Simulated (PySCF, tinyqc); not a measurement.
RHF in the sto-3g basis, for HF, spin multiplicity 1, step by step (part 1 of 2). The lowest restricted solution is unstable here: a spin-polarised one lies 0.1384 hartree lower (PySCF). Computed by tinyqc, a small Python program that keeps every step (integrals from PySCF). Settings: charge = 0, multiplicity = 1, basis = sto-3g, energy threshold = 1e-09, iteration cap = 87, orthogonalisation = canonical, start = core, DIIS depth = 0, method = RHF. Command: `OMP_NUM_THREADS=1 python tinyqc.py 22194 22195 out.jsonl` (the two numbers bound the seeds that draw the settings). One thread of a shared host (Intel(R) Xeon(R) Processor @ 2.60GHz), about 0.09 s of CPU time with the checks. Later iterations appear only in the table of the cycle.

## One-electron integrals

Geometry (angstrom):
```
atom         x         y         z
F     0.000000  0.000000  0.000000
H     0.000000  0.000000  1.768000
```

Basis sto-3g: exponents (1/bohr^2) and contraction coefficients of normalised primitives:
```
element  l (shell)    exponent  coefficient
F            s (1)  166.679130     0.154329
F            s (1)   30.360812     0.535328
F            s (1)    8.216821     0.444635
F            s (2)    6.464803    -0.099967
F            s (2)    1.502281     0.399513
F            s (2)    0.488588     0.700115
F            p (3)    6.464803     0.155916
F            p (3)    1.502281     0.607684
F            p (3)    0.488588     0.391957
H            s (1)    3.425251     0.154329
H            s (1)    0.623914     0.535328
H            s (1)    0.168855     0.444635
```

Overlap, kinetic and nuclear-attraction integrals over the contracted functions; the nuclear repulsion is the sum of Za Zb / Rab.

nuclear repulsion = 2.69377539 hartree

overlap S:
```
           1F 1s     1F 2s    1F 2px    1F 2py    1F 2pz     2H 1s
1F 1s   1.000000  0.237990  0.000000  0.000000  0.000000  0.007082
1F 2s   0.237990  1.000000  0.000000  0.000000  0.000000  0.095880
1F 2px  0.000000  0.000000  1.000000  0.000000  0.000000  0.000000
1F 2py  0.000000  0.000000  0.000000  1.000000  0.000000  0.000000
1F 2pz  0.000000  0.000000  0.000000  0.000000  1.000000  0.093839
2H 1s   0.007082  0.095880  0.000000  0.000000  0.093839  1.000000
```

kinetic energy T (hartree):
```
            1F 1s      1F 2s    1F 2px    1F 2py     1F 2pz      2H 1s
1F 1s   36.984577  -0.212858  0.000000  0.000000   0.000000  -0.001919
1F 2s   -0.212858   1.037995  0.000000  0.000000   0.000000  -0.019319
1F 2px   0.000000   0.000000  3.248015  0.000000   0.000000   0.000000
1F 2py   0.000000   0.000000  0.000000  3.248015   0.000000   0.000000
1F 2pz   0.000000   0.000000  0.000000  0.000000   3.248015  -0.004564
2H 1s   -0.001919  -0.019319  0.000000  0.000000  -0.004564   0.760032
```

nuclear attraction V (hartree):
```
             1F 1s       1F 2s      1F 2px      1F 2py      1F 2pz      2H 1s
1F 1s   -77.308888   -9.248041    0.000000    0.000000   -0.004051  -0.282049
1F 2s    -9.248041  -11.840504    0.000000    0.000000   -0.050681  -0.738165
1F 2px    0.000000    0.000000  -11.741911    0.000000    0.000000   0.000000
1F 2py    0.000000    0.000000    0.000000  -11.741911    0.000000   0.000000
1F 2pz   -0.004051   -0.050681    0.000000    0.000000  -11.760513  -0.589513
2H 1s    -0.282049   -0.738165    0.000000    0.000000   -0.589513  -3.917150
```

core Hamiltonian H = T + V (hartree):
```
             1F 1s       1F 2s     1F 2px     1F 2py     1F 2pz      2H 1s
1F 1s   -40.324311   -9.460899   0.000000   0.000000  -0.004051  -0.283968
1F 2s    -9.460899  -10.802509   0.000000   0.000000  -0.050681  -0.757483
1F 2px    0.000000    0.000000  -8.493896   0.000000   0.000000   0.000000
1F 2py    0.000000    0.000000   0.000000  -8.493896   0.000000   0.000000
1F 2pz   -0.004051   -0.050681   0.000000   0.000000  -8.512499  -0.594077
2H 1s    -0.283968   -0.757483   0.000000   0.000000  -0.594077  -3.157118
```

## Two-electron integrals

Functions are numbered as in S; the eight-fold symmetry (ij|kl) = (ji|kl) = (kl|ij) leaves the list below.

Two-electron integrals (ij|kl) in chemists' order, unique and non-zero (hartree):
```
(11|11) 5.403501   (21|11) 0.841920   (21|21) 0.156299   (22|11) 1.268028
(22|21) 0.292344   (22|22) 0.926167   (31|31) 0.027998   (32|31) 0.043169
(32|32) 0.204588   (33|11) 1.264502   (33|21) 0.292403   (33|22) 0.925959
(33|33) 0.997514   (41|41) 0.027998   (42|41) 0.043169   (42|42) 0.204588
(43|43) 0.053770   (44|11) 1.264502   (44|21) 0.292403   (44|22) 0.925959
(44|33) 0.889973   (44|44) 0.997514   (51|51) 0.027998   (52|51) 0.043169
(52|52) 0.204588   (53|53) 0.053770   (54|54) 0.053770   (55|11) 1.264502
(55|21) 0.292403   (55|22) 0.925959   (55|33) 0.889973   (55|44) 0.889973
(55|55) 0.997514   (61|11) 0.025366   (61|21) 0.004672   (61|22) 0.008693
(61|33) 0.008683   (61|44) 0.008683   (61|51) 0.000178   (61|52) 0.000336
(61|55) 0.008713   (61|61) 0.000141   (62|11) 0.076815   (62|21) 0.018002
(62|22) 0.065392   (62|33) 0.064495   (62|44) 0.064495   (62|51) 0.001192
(62|52) 0.010154   (62|55) 0.067120   (62|61) 0.000546   (62|62) 0.006223
(63|31) 0.001730   (63|32) 0.010909   (63|53) 0.002081   (63|63) 0.000873
(64|41) 0.001730   (64|42) 0.010909   (64|54) 0.002081   (64|64) 0.000873
(65|11) 0.059359   (65|21) 0.014072   (65|22) 0.054850   (65|33) 0.052813
(65|44) 0.052813   (65|51) 0.002439   (65|52) 0.018056   (65|55) 0.058864
(65|61) 0.000439   (65|62) 0.006423   (65|65) 0.007427   (66|11) 0.298934
(66|21) 0.071135   (66|22) 0.298315   (66|33) 0.292556   (66|44) 0.292556
(66|51) 0.004000   (66|52) 0.049429   (66|55) 0.309775   (66|61) 0.002152
(66|62) 0.039982   (66|65) 0.048942   (66|66) 0.774606
```

## Orthogonalisation

S = U s U^T; canonical form X = U s^(-1/2), so that X^T S X = 1. Each column of U has its largest component positive (the first on a tie).

eigenvalues of S: 0.743377  0.911133  1.000000  1.000000  1.083465  1.262025

X:
```
                1          2         3          4          5         6
1F 1s   -0.747211   0.311646  0.000000   0.000000  -0.284976  0.568915
1F 2s    0.815469  -0.096001  0.000000   0.000000  -0.117936  0.618126
1F 2px   0.000000   0.000000  0.062675   0.998034   0.000000  0.000000
1F 2py   0.000000   0.000000  0.998034  -0.062675   0.000000  0.000000
1F 2pz   0.119904   0.722876  0.000000   0.000000   0.679848  0.099238
2H 1s   -0.327904  -0.684576  0.000000   0.000000   0.604690  0.277101
```

Within a degenerate level the vectors are fixed only up to a rotation; this is one choice.

## Starting guess

The start is the orbitals of the core Hamiltonian; D = 2 C_occ C_occ^T.

D at the start:
```
            1F 1s      1F 2s    1F 2px    1F 2py     1F 2pz      2H 1s
1F 1s    2.120468  -0.506620  0.000000  0.000000  -0.002137   0.014963
1F 2s   -0.506620   2.130446  0.000000  0.000000   0.011228  -0.061250
1F 2px   0.000000   0.000000  2.000000  0.000000   0.000000   0.000000
1F 2py   0.000000   0.000000  0.000000  2.000000   0.000000   0.000000
1F 2pz  -0.002137   0.011228  0.000000  0.000000   2.011726  -0.078800
2H 1s    0.014963  -0.061250  0.000000  0.000000  -0.078800   0.004822
```

## Iteration 1: building the Fock matrix

J_ij = sum D_kl (ij|kl), K_ij = sum D_kl (ik|jl); F = H + J - 0.5 K; E = tr D H + tr D J / 2 - 0.25 tr D K + E_nn.

Coulomb J (hartree):
```
            1F 1s     1F 2s    1F 2px    1F 2py    1F 2pz     2H 1s
1F 1s   20.891631  4.003626  0.000000  0.000000  0.000344  0.119720
1F 2s    4.003626  9.917405  0.000000  0.000000  0.000569  0.675620
1F 2px   0.000000  0.000000  9.908570  0.000000  0.000000  0.000000
1F 2py   0.000000  0.000000  0.000000  9.908570  0.000000  0.000000
1F 2pz   0.000344  0.000569  0.000000  0.000000  9.908640  0.556819
2H 1s    0.119720  0.675620  0.000000  0.000000  0.556819  2.983037
```

exchange K (hartree):
```
            1F 1s     1F 2s    1F 2px    1F 2py    1F 2pz     2H 1s
1F 1s   11.106346  1.945479  0.000000  0.000000  0.000137  0.062475
1F 2s    1.945479  3.229245  0.000000  0.000000  0.001543  0.194564
1F 2px   0.000000  0.000000  2.660621  0.000000  0.000000  0.000000
1F 2py   0.000000  0.000000  0.000000  2.660621  0.000000  0.000000
1F 2pz   0.000137  0.001543  0.000000  0.000000  2.661916  0.120797
2H 1s    0.062475  0.194564  0.000000  0.000000  0.120797  0.022769
```

Fock matrix F (hartree):
```
             1F 1s      1F 2s    1F 2px    1F 2py     1F 2pz      2H 1s
1F 1s   -24.985853  -6.430012  0.000000  0.000000  -0.003775  -0.195486
1F 2s    -6.430012  -2.499726  0.000000  0.000000  -0.050884  -0.179145
1F 2px    0.000000   0.000000  0.084363  0.000000   0.000000   0.000000
1F 2py    0.000000   0.000000  0.000000  0.084363   0.000000   0.000000
1F 2pz   -0.003775  -0.050884  0.000000  0.000000   0.065183  -0.097656
2H 1s    -0.195486  -0.179145  0.000000  0.000000  -0.097656  -0.185465
```

total energy of this density = -97.88987747 hartree

## Iteration 1: diagonalisation and new density

Diagonalise F' = X^T F X, C = X C', fill 5 alpha and 5 beta electrons from the bottom; D = 2 C_occ C_occ^T. Each column has its largest component positive (the first on a tie).

F' = X^T F X (hartree):
```
           1          2         3         4          5           6
1  -7.797113   3.900702  0.000000  0.000000  -4.146251    9.430660
2   3.900702  -1.955977  0.000000  0.000000   2.291324   -5.026304
3   0.000000   0.000000  0.084363  0.000000   0.000000    0.000000
4   0.000000   0.000000  0.000000  0.084363   0.000000    0.000000
5  -4.146251   2.291324  0.000000  0.000000  -2.511552    5.611202
6   9.430660  -5.026304  0.000000  0.000000   5.611202  -13.713145
```

orbital energies (hartree): MO1 -24.996181, MO2 -0.901027, MO3 -0.185736, MO4 0.084363, MO5 0.084363, MO6 0.105158

coefficients C:
```
              MO1        MO2        MO3       MO4        MO5        MO6
1F 1s    0.994703  -0.263523   0.037954  0.000000   0.000000   0.002198
1F 2s    0.021394   1.019168  -0.176155  0.000000   0.000000   0.001850
1F 2px   0.000000   0.000000   0.000000  0.996631  -0.082017   0.000000
1F 2py   0.000000   0.000000   0.000000  0.082017   0.996631   0.000000
1F 2pz   0.000301   0.053503   0.265563  0.000000   0.000000   0.967256
2H 1s   -0.001199   0.063446   0.940519  0.000000   0.000000  -0.360552
```

D after iteration 1:
```
            1F 1s      1F 2s    1F 2px    1F 2py     1F 2pz      2H 1s
1F 1s    2.120637  -0.507959  0.000000  0.000000  -0.007442   0.035570
1F 2s   -0.507959   2.140384  0.000000  0.000000   0.015510  -0.202082
1F 2px   0.000000   0.000000  2.000000  0.000000   0.000000   0.000000
1F 2py   0.000000   0.000000  0.000000  2.000000   0.000000   0.000000
1F 2pz  -0.007442   0.015510  0.000000  0.000000   0.146772   0.506322
2H 1s    0.035570  -0.202082  0.000000  0.000000   0.506322   1.777207
```

Within a degenerate level the vectors are fixed only up to a rotation; this is one choice.

## Iteration 2: building the Fock matrix

As before.

Coulomb J (hartree):
```
            1F 1s     1F 2s    1F 2px    1F 2py    1F 2pz     2H 1s
1F 1s   19.123349  3.598604  0.000000  0.000000  0.010031  0.107729
1F 2s    3.598604  8.774025  0.000000  0.000000  0.107754  0.627783
1F 2px   0.000000  0.000000  8.819961  0.000000  0.000000  0.000000
1F 2py   0.000000  0.000000  0.000000  8.819961  0.000000  0.000000
1F 2pz   0.010031  0.107754  0.000000  0.000000  8.656334  0.541331
2H 1s    0.107729  0.627783  0.000000  0.000000  0.541331  3.827527
```

exchange K (hartree):
```
            1F 1s     1F 2s    1F 2px    1F 2py    1F 2pz     2H 1s
1F 1s   11.054528  1.865893  0.000000  0.000000  0.001219  0.060229
1F 2s    1.865893  2.861381  0.000000  0.000000  0.056986  0.223839
1F 2px   0.000000  0.000000  2.563247  0.000000  0.000000  0.000000
1F 2py   0.000000  0.000000  0.000000  2.563247  0.000000  0.000000
1F 2pz   0.001219  0.056986  0.000000  0.000000  0.880584  0.275994
2H 1s    0.060229  0.223839  0.000000  0.000000  0.275994  1.428030
```

Fock matrix F (hartree):
```
             1F 1s      1F 2s     1F 2px     1F 2py     1F 2pz      2H 1s
1F 1s   -26.728226  -6.795241   0.000000   0.000000   0.005371  -0.206353
1F 2s    -6.795241  -3.459174   0.000000   0.000000   0.028580  -0.241620
1F 2px    0.000000   0.000000  -0.955558   0.000000   0.000000   0.000000
1F 2py    0.000000   0.000000   0.000000  -0.955558   0.000000   0.000000
1F 2pz    0.005371   0.028580   0.000000   0.000000  -0.296457  -0.190743
2H 1s    -0.206353  -0.241620   0.000000   0.000000  -0.190743  -0.043606
```

total energy of this density = -98.01135430 hartree

## Iteration 2: diagonalisation and new density

As before.

F' = X^T F X (hartree):
```
           1          2          3          4          5           6
1  -8.903497   4.362531   0.000000   0.000000  -4.407266    9.684799
2   4.362531  -2.153036   0.000000   0.000000   2.187327   -5.323690
3   0.000000   0.000000  -0.955558   0.000000   0.000000    0.000000
4   0.000000   0.000000   0.000000  -0.955558   0.000000    0.000000
5  -4.407266   2.187327   0.000000   0.000000  -2.886390    6.040273
6   9.684799  -5.323690   0.000000   0.000000   6.040273  -14.912384
```

orbital energies (hartree): MO1 -26.736280, MO2 -1.835661, MO3 -0.955558, MO4 -0.955558, MO5 -0.369423, MO6 0.086057

coefficients C:
```
              MO1        MO2        MO3       MO4        MO5        MO6
1F 1s    0.995423  -0.262739   0.000000  0.000000   0.004163   0.020196
1F 2s    0.018583   1.028312   0.000000  0.000000  -0.027970  -0.107903
1F 2px   0.000000   0.000000   0.999988  0.004980   0.000000   0.000000
1F 2py   0.000000   0.000000  -0.004980  0.999988   0.000000   0.000000
1F 2pz  -0.000137  -0.018068   0.000000  0.000000   0.877688  -0.488168
2H 1s   -0.000970   0.009117   0.000000  0.000000   0.405341   0.924238
```

D after iteration 2:
```
            1F 1s      1F 2s    1F 2px    1F 2py     1F 2pz      2H 1s
1F 1s    2.119831  -0.503593  0.000000  0.000000   0.016529  -0.003347
1F 2s   -0.503593   2.117105  0.000000  0.000000  -0.086261  -0.003960
1F 2px   0.000000   0.000000  2.000000  0.000000   0.000000   0.000000
1F 2py   0.000000   0.000000  0.000000  2.000000   0.000000   0.000000
1F 2pz   0.016529  -0.086261  0.000000  0.000000   1.541324   0.711197
2H 1s   -0.003347  -0.003960  0.000000  0.000000   0.711197   0.328771
```

Within a degenerate level the vectors are fixed only up to a rotation; this is one choice.

## Iteration 3: building the Fock matrix

As before.

Coulomb J (hartree):
```
            1F 1s     1F 2s    1F 2px    1F 2py     1F 2pz     2H 1s
1F 1s   20.480039  3.909758  0.000000  0.000000  -0.001749  0.116906
1F 2s    3.909758  9.660912  0.000000  0.000000   0.007982  0.665092
1F 2px   0.000000  0.000000  9.663824  0.000000   0.000000  0.000000
1F 2py   0.000000  0.000000  0.000000  9.663824   0.000000  0.000000
1F 2pz  -0.001749  0.007982  0.000000  0.000000   9.628745  0.553325
2H 1s    0.116906  0.665092  0.000000  0.000000   0.553325  3.156852
```

exchange K (hartree):
```
            1F 1s      1F 2s    1F 2px    1F 2py     1F 2pz     2H 1s
1F 1s   11.092676   1.926469  0.000000  0.000000   0.000235  0.063776
1F 2s    1.926469   3.147213  0.000000  0.000000  -0.029596  0.252417
1F 2px   0.000000   0.000000  2.637600  0.000000   0.000000  0.000000
1F 2py   0.000000   0.000000  0.000000  2.637600   0.000000  0.000000
1F 2pz   0.000235  -0.029596  0.000000  0.000000   2.287587  0.354442
2H 1s    0.063776   0.252417  0.000000  0.000000   0.354442  0.350722
```

Fock matrix F (hartree):
```
             1F 1s      1F 2s     1F 2px     1F 2py     1F 2pz      2H 1s
1F 1s   -25.390610  -6.514375   0.000000   0.000000  -0.005917  -0.198950
1F 2s    -6.514375  -2.715203   0.000000   0.000000  -0.027901  -0.218600
1F 2px    0.000000   0.000000  -0.148872   0.000000   0.000000   0.000000
1F 2py    0.000000   0.000000   0.000000  -0.148872   0.000000   0.000000
1F 2pz   -0.005917  -0.027901   0.000000   0.000000  -0.027547  -0.217973
2H 1s    -0.198950  -0.218600   0.000000   0.000000  -0.217973  -0.175627
```

total energy of this density = -98.20297095 hartree

## Iteration 3: diagonalisation and new density

As before.

F' = X^T F X (hartree):
```
           1          2          3          4          5           6
1  -8.030112   4.050626   0.000000   0.000000  -4.197119    9.495875
2   4.050626  -1.924853   0.000000   0.000000   2.273688   -5.093472
3   0.000000   0.000000  -0.148872   0.000000   0.000000    0.000000
4   0.000000   0.000000   0.000000  -0.148872   0.000000    0.000000
5  -4.197119   2.273688   0.000000   0.000000  -2.687311    5.672805
6   9.495875  -5.093472   0.000000   0.000000   5.672805  -14.004619
```

orbital energies (hartree): MO1 -25.400352, MO2 -1.111687, MO3 -0.283800, MO4 -0.148872, MO5 -0.148872, MO6 0.148943

coefficients C:
```
              MO1        MO2        MO3        MO4       MO5        MO6
1F 1s    0.994883  -0.262818   0.034824   0.000000  0.000000  -0.015658
1F 2s    0.020691   1.018744  -0.159821   0.000000  0.000000   0.079907
1F 2px   0.000000   0.000000   0.000000   0.998480  0.055115   0.000000
1F 2py   0.000000   0.000000   0.000000  -0.055115  0.998480   0.000000
1F 2pz   0.000348   0.032351   0.562362   0.000000  0.000000   0.831668
2H 1s   -0.001096   0.072184   0.775364   0.000000  0.000000  -0.642028
```

D after iteration 3:
```
            1F 1s      1F 2s    1F 2px    1F 2py     1F 2pz      2H 1s
1F 1s    2.120156  -0.505448  0.000000  0.000000   0.022855   0.013879
1F 2s   -0.505448   2.127620  0.000000  0.000000  -0.113825  -0.100810
1F 2px   0.000000   0.000000  2.000000  0.000000   0.000000   0.000000
1F 2py   0.000000   0.000000  0.000000  2.000000   0.000000   0.000000
1F 2pz   0.022855  -0.113825  0.000000  0.000000   0.634595   0.876740
2H 1s    0.013879  -0.100810  0.000000  0.000000   0.876740   1.212802
```

Within a degenerate level the vectors are fixed only up to a rotation; this is one choice.

## Iteration 4: building the Fock matrix

As before.

Coulomb J (hartree):
```
            1F 1s     1F 2s    1F 2px    1F 2py    1F 2pz     2H 1s
1F 1s   19.615360  3.711614  0.000000  0.000000  0.000345  0.111019
1F 2s    3.711614  9.099897  0.000000  0.000000  0.044969  0.640619
1F 2px   0.000000  0.000000  9.129844  0.000000  0.000000  0.000000
1F 2py   0.000000  0.000000  0.000000  9.129844  0.000000  0.000000
1F 2pz   0.000345  0.044969  0.000000  0.000000  9.013972  0.544026
2H 1s    0.111019  0.640619  0.000000  0.000000  0.544026  3.569576
```

exchange K (hartree):
```
            1F 1s      1F 2s    1F 2px    1F 2py     1F 2pz     2H 1s
1F 1s   11.067719   1.887585  0.000000  0.000000   0.001027  0.062413
1F 2s    1.887585   2.967229  0.000000  0.000000  -0.044889  0.251316
1F 2px   0.000000   0.000000  2.590253  0.000000   0.000000  0.000000
1F 2py   0.000000   0.000000  0.000000  2.590253   0.000000  0.000000
1F 2pz   0.001027  -0.044889  0.000000  0.000000   1.407754  0.389339
2H 1s    0.062413   0.251316  0.000000  0.000000   0.389339  1.037012
```

Fock matrix F (hartree):
```
             1F 1s      1F 2s     1F 2px     1F 2py     1F 2pz      2H 1s
1F 1s   -26.242811  -6.693077   0.000000   0.000000  -0.004220  -0.204156
1F 2s    -6.693077  -3.186226   0.000000   0.000000   0.016733  -0.242522
1F 2px    0.000000   0.000000  -0.659179   0.000000   0.000000   0.000000
1F 2py    0.000000   0.000000   0.000000  -0.659179   0.000000   0.000000
1F 2pz   -0.004220   0.016733   0.000000   0.000000  -0.202404  -0.244720
2H 1s    -0.204156  -0.242522   0.000000   0.000000  -0.244720  -0.106048
```

total energy of this density = -98.27677616 hartree
